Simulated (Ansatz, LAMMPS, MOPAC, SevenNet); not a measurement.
## Wurtzite CdSe, lattice parameter a

Reference value: 4.298 Å (measured, temperature not stated, no zero-point or thermal correction; as tabulated in PVEducation, CdSe (wurtzite), citing its ref. 1).

Problem. What do BOP CdTeSe.bop.table, PM7 semi-empirical Hartree-Fock (MOPAC), SevenNet-0, LDA, PBE, PBE-D4, r²SCAN, HSE06, Hartree–Fock give, and how far is each from the reference?

Solution. 
| level (code) | value (Å) | difference (%) |
|---|---|---|
| BOP CdTeSe.bop.table (LAMMPS) | 4.271 | -0.63 |
| PM7 semi-empirical Hartree-Fock (MOPAC) | 4.669 | +8.63 |
| SevenNet-0 | 4.390 | +2.14 |
| LDA (Ansatz) | 4.247 | -1.19 |
| PBE (Ansatz) | 4.383 | +1.98 |
| PBE-D4 (Ansatz) | 4.322 | +0.56 |
| r²SCAN (Ansatz) | 4.340 | +0.98 |
| HSE06 (Ansatz) | 4.348 | +1.16 |
| Hartree–Fock (Ansatz) | 4.461 | +3.79 |

Leaving aside BOP CdTeSe.bop.table (doubt noted below), PM7 semi-empirical Hartree-Fock (MOPAC) (doubt noted below): The reference's temperature isn't stated, so close values are not ranked against it. Off by more than 1.25 %, or 1.75 % on the side where a correction would as a rule narrow the miss (bounds picked here): Hartree–Fock (+3.79 %), SevenNet-0 (+2.14 %), PBE (+1.98 %).

The reference isn't brought to a static lattice, while the calculations are for one, so the differences are not the levels' errors alone.  BOP CdTeSe.bop.table: the potential file covers more elements than this solid holds. PM7 semi-empirical Hartree-Fock (MOPAC): the cell has another shape than the first-principles one, perhaps another minimum in the same group. PM7 semi-empirical Hartree-Fock (MOPAC): the method was fitted mainly to molecules. PM7 semi-empirical Hartree-Fock (MOPAC): the run uses a supercell at the zone centre in place of a k mesh. Cutoffs and k meshes differ between the levels. Ansatz's density-functional and Hartree–Fock values are scalar-relativistic unless marked +SOC, with PAW data made under PBE.

Empirical potentials (BOP CdTeSe.bop.table) are fitted to chosen data: where that held the value shown, agreement is built in, and what lay outside the fit can be far off. Machine-learned potentials (SevenNet-0) are trained on DFT data: a solid inside that data is no test of them.

Differences are worked out from the printed values.

Ansatz is an electronic-structure program.
